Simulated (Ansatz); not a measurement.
Rock-salt RbBr was calculated with r²SCANh in Ansatz (plane waves, PAW).

Numerical settings: plane-wave cutoff 520 eV, 6×6×6 k mesh, Fermi–Dirac smearing 0.01 eV, scalar-relativistic PAW data made under PBE.

Response to compression and expansion:

| V (Å³/atom) | P (GPa) | direct gap at Γ (eV) |
|---|---|---|
| 39.368 | 0.81 | 5.656 |
| 40.283 | 0.42 | 5.593 |
| 41.440 | -0.01 | 5.517 |
| 42.476 | -0.33 | 5.453 |
| 43.512 | -0.61 | 5.393 |

A straight line through the gaps at Γ against ln V gives a volume deformation potential dE_g(Γ)/d ln V of -2.6 eV: the gap at Γ widens under compression.

Measured, for comparison: band gap 7.2 eV (temperature not stated, not corrected to a static lattice; as tabulated in Aguado et al. (1998), arXiv:cond-mat/9809176).

Spin–orbit coupling is not included.

Ansatz is a quantum-chemistry and plane-wave program.
